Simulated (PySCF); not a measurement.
These are B3LYP-D3(BJ)/def2-TZVP run with PySCF values and carry that method's errors. Isolated molecules, 0 K electronic values unless said otherwise. B3LYP has the VWN-RPA correlation part, as in Gaussian. Delta-SCF ions had no search for a lower state. 

Reference species (SMILES): `N#C` (neutral, multiplicity 1).

| Property | Result |
|---|---|
| HOMO–LUMO gap | 10.15 eV |
| vertical ionisation energy (Delta-SCF) | 13.73 eV |
| S1 oscillator strength | 0.000 |

Changed species: `N#C[SiH3]` (X = silyl; the reference has X = H).

Q: Predict the effect on the HOMO–LUMO gap, vertical ionisation energy (Delta-SCF) and S1 oscillator strength.

A: the HOMO–LUMO gap drops by 1.37 eV, to 8.78 eV; the vertical ionisation energy (Delta-SCF) falls by 1.53 eV, to 12.20 eV; the S1 oscillator strength stays essentially unchanged.
